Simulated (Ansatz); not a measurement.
We consider tetradymite Bi₂Se₃, described by PBE+SOC (Ansatz, a program for electronic structure, PAW).

Run with plane-wave cutoff 520 eV, 10×10×10 k mesh, Fermi–Dirac smearing 0.01 eV, PAW data made under PBE.

Cell (measured lattice):

Bi₂Se₃ is taken in the trigonal space group R-3m, hexagonal axes (No. 166), Pearson symbol hR5. Lattice parameters: a = b = 4.143 Å, c = 28.636 Å, α = β = 90.00°, γ = 120.00°. Bi on 6c is coordinated by 3 Se at 2.851 Å and 3 Se at 3.075 Å (octahedral). Se1 on 3a is surrounded by 6 Bi at 3.075 Å (octahedral). Se2 on 6c is coordinated by 3 Bi at 2.851 Å (trigonal pyramidal). (Neighbours: up to the widest gap in distance over summed covalent radii, below 1.35, at either atom; cation-cation and far metal-metal contacts left out.)
(The calculation used a cell of 5 atoms; values per cell refer to that cell.)

Q: Give the computed band gap and smallest direct gap on the k points sampled.

A: 
band gap: 0.24 eV (indirect)
smallest direct gap on the k points sampled: 0.37 eV

Measured, for comparison: band gap 0.3 eV (temperature not stated, no zero-point or thermal correction; as tabulated in Park and Ryu (2016), arXiv:1610.06451).

Note: cell and atoms aren't relaxed at this level (largest force component 0.31 eV/Å, pressure 2.9 GPa).

The result took around 13 core-minutes (rough).
